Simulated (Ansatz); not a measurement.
A run of Ansatz (development build ahead of 0.2.0) on triplet C₄H₈ at this shape:

```tsv
atom	x (Å)	y (Å)	z (Å)
C	0.6852	-0.5825	0.2771
C	0.1538	0.5547	0.7445
C	0.2992	-1.3348	-0.9547
C	-0.9586	1.3567	0.1517
H	1.5029	-1.0253	0.8591
H	0.5769	0.9562	1.6736
H	-0.5221	-0.8595	-1.5087
H	1.1568	-1.4310	-1.6420
H	-0.0141	-2.3629	-0.7059
H	-1.3546	0.9218	-0.7765
H	-1.7970	1.4522	0.8623
H	-0.6262	2.3842	-0.0738
```

Its results:

* Converged: yes
* Total energy: -155.87034 hartree
* Spin squared of the determinant: 2.023
* Stability test: minimum

Forces (eV/Å):
```
atom      Fx      Fy      Fz
  C1   4.638  -9.151  -3.308
  C2  -3.901   9.125   4.205
  C3  -0.073  -0.134  -0.225
  C4  -0.205   0.144  -0.115
  H5  -0.333   0.107  -0.311
  H6  -0.243  -0.087  -0.391
  H7   0.280  -0.209   0.141
  H8  -0.241   0.000   0.068
  H9   0.019   0.206  -0.139
 H10   0.090   0.198   0.310
 H11   0.113   0.004  -0.221
 H12  -0.146  -0.202  -0.015
```

(1) Which input gives this output? Name the method, the orbitals and the basis set, and write the input.

Results:

(1) UHF in def2-SVP.

```yaml
crystal:
  periodic: [false, false, false]
  atoms:
    - { symbol: C, position_ang: [0.6852, -0.5825, 0.2771] }
    - { symbol: C, position_ang: [0.1538, 0.5547, 0.7445] }
    - { symbol: C, position_ang: [0.2992, -1.3348, -0.9547] }
    - { symbol: C, position_ang: [-0.9586, 1.3567, 0.1517] }
    - { symbol: H, position_ang: [1.5029, -1.0253, 0.8591] }
    - { symbol: H, position_ang: [0.5769, 0.9562, 1.6736] }
    - { symbol: H, position_ang: [-0.5221, -0.8595, -1.5087] }
    - { symbol: H, position_ang: [1.1568, -1.431, -1.642] }
    - { symbol: H, position_ang: [-0.0141, -2.3629, -0.7059] }
    - { symbol: H, position_ang: [-1.3546, 0.9218, -0.7765] }
    - { symbol: H, position_ang: [-1.797, 1.4522, 0.8623] }
    - { symbol: H, position_ang: [-0.6262, 2.3842, -0.0738] }
basis:
  gaussian: { orbitals: def2-SVP }
magnetization:
  spin_polarized: true
  initial_magnetization: 2
hamiltonian:
  xc: hf
output:
  forces: true
```

Caution: another spin multiplicity may lie lower.
